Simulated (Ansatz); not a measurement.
# How far each method lies from RCCSDT(Q) for GeCl$_{2}$, singlet

Geometry: a PBE0/def2-TZVP stationary point for this spin, not checked as a minimum.

```xyz
3

Ge    0.0000   -0.6920    0.0000
Cl    0.0000    0.7089   -1.6730
Cl    0.0000    0.7089    1.6730
```

Basis cc-pVTZ; Ansatz 0.2.0. Correlated methods freeze the noble-gas cores and the filled d shells of p-block atoms, which leaves 18 electrons in 87 orbitals. Prefix R: restricted or restricted open-shell reference. Active spaces: valence = (18e, 12o) chosen from the atoms' valence shells. No spin–orbit coupling is included, and no scalar relativity.

Full CI isn't at hand for all of this; RCCSDT(Q) serves as the reference, and is uncertain by about the last step of the cluster series.

```
UHF ⟨S²⟩                          : 0.000
T1 diagnostic (RCCSD)             : 0.0130
largest doubles amplitude (RCCSD) : 0.068
```

```csv
level,E − E(RHF) (eV)
RMP2,-12.6076
RCCSD,-13.6101
RCCSD(T),-14.2257
```

(1) Estimate how far RCCSDT(Q) in cc-pVTZ lies from RCCSD(T). The table doesn't fix it; the size of (T) and the diagnostics are the guide.

(1) RCCSDT(Q) in cc-pVTZ lies 2.43 mEh below RCCSD(T), which is 11 % of the (T) step (-22.62 mEh). The diagnostics are small and the rest is a small part of (T), but (T) is large here. The miss exceeds 1 kcal/mol.

The other levels:

```tsv
level	E − E(RCCSDT(Q)) (mEh)	share of correlation (%)	wall time
BCCD(T)	2.27	99.57	10 s (H100)
RCCSDT	1.26	99.76	–
CASSCF (valence space)	477.38	9.11	–
NEVPT2 (valence space)	103.56	80.28	10 s (H100)
```

The correlation energy at RCCSDT(Q), counted from RHF, is -14.292 eV. That run took 39 s on 2 threads of AMD EPYC 7R13 with a shared H100 80 GB, shared host.

Times hold each run's SCF and search for its determinant on a shared host, so for small cases they say little of a method's own cost; rows without a card ran on 1 thread of AMD EPYC 7R13.

Natural occupations of CASSCF (valence space) about the gap: 1.995 1.993 1.984 1.981 1.941 0.063 0.026 0.022; effectively unpaired electrons, Σ n²(2−n)², 0.04.

Atomization energy (electronic, same basis, no zero-point term; atoms at the same level, unrestricted beside the R rows where the molecule is a closed shell, but restricted open-shell past Ca, as are all atoms' steps beyond CCSDT(Q)) at RCCSDT(Q): 760.8 kJ/mol. Errors of other levels:

| level | error (kJ/mol) |
| --- | --- |
| RHF | -210.1 |
| RMP2 | 36.1 |
| RCCSD | -26.1 |
| RCCSD(T) | -0.8 |
| BCCD(T) | -0.3 |
| RCCSDT | -2.4 |
| CASSCF (valence space) | -87.2 |
| NEVPT2 (valence space) | 12.6 |

This basis is far from its limit, so the value isn't to be set against a measured one.
